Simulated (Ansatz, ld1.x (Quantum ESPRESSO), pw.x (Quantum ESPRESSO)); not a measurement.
**Cr (bcc): variants of one TM potential in the solid**

Cr (Z = 24), norm-conserving Troullier–Martins (Kleinman–Bylander form), made with ld1.x (Quantum ESPRESSO) 7.5 (PBE, scalar-relativistic). Core [Ar], reference 3d5 4s1 4p0. Waves: 4s (bound): rc 2.55 bohr; 4p (bound, empty): rc 2.95 bohr; 3d (bound): rc 1.90 bohr. Local part: all-electron potential smoothed inside 2.50 bohr (lloc = -1). Core correction: none.

Crystal test: bcc Cr in pw.x 7.5, no spin, 16³ k-points, Fermi–Dirac smearing 0.01 Ry, cutoffs set for each file from its atomic test. The reference is all-electron LAPW (Ansatz 0.2.0) with the same functional, mesh and smearing; V0 and B0 come from Birch–Murnaghan fits to the pressures at five volumes. Errors are pseudo minus all-electron; Δ is the rms difference of the E(V) curves that follow from these fits, minima aligned, over ±6 % about the mean V0. Mesh and smearing are coarse, so the numbers serve the comparison and aren't converged zero-temperature values; the lattice is a test structure that the element need not adopt. Spin polarisation and strong correlation are left out, which matters for this element.

All-electron: a0 = 2.849 Å (V0 = 11.56 Å³/atom), B0 = 256.7 GPa.

Base: The largest radius (2.95 bohr) exceeds half the bond length (2.33 bohr), so the spheres overlap, which is one possible source of error among others. This is a poor potential for the solid.

A dash in a converged row means that the minimum lies outside the volumes sampled.

| change | cutoffs (Ry) | pw.x | a0 (Å) | a0 error (%) | B0 error (%) | Δ (meV/atom) | mean pressure error (GPa) |
| --- | --- | --- | --- | --- | --- | --- | --- |
| base | 100/400 | converged | 2.879 | +1.06 | -14.7 | 19.1 | +7.41 |
| all radii scaled by about 0.83 (s 2.12, p 2.46, d 1.58 bohr); local potential all-electron potential smoothed inside 2.08 bohr (lloc = -1) | 135/540 | converged | 2.872 | +0.82 | -21.8 | 14.4 | +5.26 |
| all radii scaled by about 1.07 (s 2.74, p 3.16, d 2.04 bohr); local potential all-electron potential smoothed inside 2.68 bohr (lloc = -1) | 100/400 | converged | 2.889 | +1.42 | -12.5 | 26.1 | +10.44 |
| all radii scaled by about 1.25 (s 3.18, p 3.68, d 2.38 bohr); local potential all-electron potential smoothed inside 3.12 bohr (lloc = -1) | 85/340 | converged | – | – | – | – | +21.84 |
| all radii scaled by about 1.36 (s 3.48, p 4.02, d 2.60 bohr); local potential all-electron potential smoothed inside 3.42 bohr (lloc = -1) | 75/300 | converged | – | – | – | – | +31.30 |

Q: Give the row for: all radii scaled by about 0.96 (s 2.44, p 2.82, d 1.82 bohr); local potential all-electron potential smoothed inside 2.40 bohr (lloc = -1).

A: pw.x: converged; mean pressure error (GPa): +6.09; a0 (Å): 2.874; a0 error (%): +0.89; B0 error (%): -16.5; Δ (meV/atom): 16.0.
